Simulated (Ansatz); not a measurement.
# CCSD(T)/cc-pVTZ run of ClF (chlorine monofluoride)

What is the vertical singlet–triplet gap of ClF (chlorine monofluoride) at CCSD(T)/cc-pVTZ? 

The results are computed with Ansatz 0.2.0.

33 further runs of the same task are left out: 33 set aside as unsound or not needed.

### 1 Starting point

The species is ClF (2 atoms), meant as a singlet with charge 0. As SMILES, `FCl`. The shape is that of a PBE0-D4/def2-TZVP optimisation.

Bond lengths: F1–Cl2 1.620 Å.

### 2 A single-point energy at CCSD(T)/cc-pVTZ

File input.yaml:

```yaml
basis:
  gaussian:
    orbitals: cc-pVTZ
crystal:
  periodic: [false, false, false]
  atoms:
    - {symbol: F, position_ang: [-0.000000, -0.000000, 0.031290]}
    - {symbol: Cl, position_ang: [0.000000, 0.000000, 1.650960]}
correlation:
  method: ccsd_t
  frozen_orbitals: {Cl: 5, F: 1}
accuracy: high
scf:
  omitted_lower_state_checks: [cluster_reference, increment]
```

Launch:

```
ansatz run input.yaml --threads 1 --pin off --max-ram 3480MiB --events-out events.jsonl --progress --plain --runs-dir runs
```

Standard output, shortened:

```text
Warning: RAYON_NUM_THREADS=1 ignored (pool sized by the plan → 1); use --threads N
Functional definition: HF
  name "HF"
[...]
881 factors; integrals over basis functions are off by at most 4.0e-9 eV
[...]
mean field -15208.47957779 eV, -558.9013158062 hartree, gradient 5.2e-8 eV, S^2 0.000000; 0 other end points of the search recorded, 0 dependent functions left out
6 core orbitals not correlated: weight in the atoms' cores, before any rotation towards them, 1.000 or more for the frozen orbitals, at most 0.000 for the correlated occupied ones
reference -15208.47957779 eV, -558.9013158062 hartree; 7, 7 occupied and 51, 51 virtual orbitals, 881 factors
second order -12.09287210 eV of doubles, -0.00000000 eV of singles
cycle   1  -12.21821342 eV  change   -1.3e-1 eV  update   7.1e-2
[...]
cycle  22  -12.56903281 eV  change  -5.7e-10 eV  update  9.3e-10
perturbative correction -0.44299856 eV, -0.0162798969 hartree
Total energy: -15221.49160916 eV, -559.3794991391 hartree
Checks for a lower state left out: cluster_reference, increment
```

Wall time 1.8 s (1 thread of Arm Neoverse V2, shared host); peak memory 0.18 GiB.

### 3 The triplet at the same level

File job.yaml:

```yaml
crystal:
  periodic: [false, false, false]
  atoms:
    - {symbol: F, position_ang: [-0.000000, -0.000000, 0.031290]}
    - {symbol: Cl, position_ang: [0.000000, 0.000000, 1.650960]}
basis:
  gaussian: {orbitals: cc-pVTZ}
magnetization: {spin_polarized: true, initial_magnetization: 2}
scf: {omitted_lower_state_checks: [cluster_reference, increment]}
correlation: {method: ccsd_t, frozen_orbitals: {Cl: 5, F: 1}}
accuracy: high
```

Launch:

```
ansatz run job.yaml --threads 1 --pin off --max-ram 3480MiB --events-out events.jsonl --progress --plain --runs-dir runs
```

Standard output, shortened:

```text
Warning: RAYON_NUM_THREADS=1 ignored (pool sized by the plan → 1); use --threads N
[... 2 set-up lines as earlier in the session ...]
[...]
881 factors; integrals over basis functions are off by at most 4.0e-9 eV
[...]
mean field -15205.45070257 eV, -558.7900066949 hartree, gradient 5.0e-8 eV, S^2 2.022518; 2 other end points of the search recorded, 0 dependent functions left out
6 core orbitals not correlated: weight in the atoms' cores, before any rotation towards them, 1.000 or more for the frozen orbitals, at most 0.000 for the correlated occupied ones
reference -15205.45070257 eV, -558.7900066949 hartree; 8, 6 occupied and 50, 52 virtual orbitals, 881 factors
second order -11.55230718 eV of doubles, -0.00000000 eV of singles
cycle   1  -11.70885755 eV  change   -1.6e-1 eV  update   8.8e-2
[...]
cycle  20  -12.12457948 eV  change   8.1e-10 eV  update   1.7e-9
perturbative correction -0.43834415 eV, -0.0161088503 hartree
Total energy: -15218.01362620 eV, -559.2516856229 hartree
Checks for a lower state left out: cluster_reference, increment
```

Wall time 4.8 s (1 thread of Arm Neoverse V2, shared host); peak memory 0.29 GiB.

### 4 Outcome

Level: CCSD(T)/cc-pVTZ, 6 core orbitals frozen.

| quantity | value |
| --- | --- |
| singlet: total energy | -559.37950 Eh |
| singlet: correlation energy (6 core orbitals frozen) | -478.2 mEh |
| singlet: (T) correction | -16.28 mEh |
| singlet: T1 diagnostic | 0.011 |
| triplet: total energy | -559.25169 Eh |
| triplet: correlation energy (6 core orbitals frozen) | -461.7 mEh |
| triplet: (T) correction | -16.11 mEh |
| triplet: ⟨S²⟩ of the reference determinant | 2.023 |
| triplet: T1 diagnostic | 0.031 |
| vertical energy of the triplet above the singlet | 3.478 eV |

In words: At this shape the triplet lies 3.48 eV (336 kJ/mol) above the singlet. The triples (singlet) make up 3.4 % of the correlation energy. The triples (triplet) make up 3.5 % of the correlation energy.
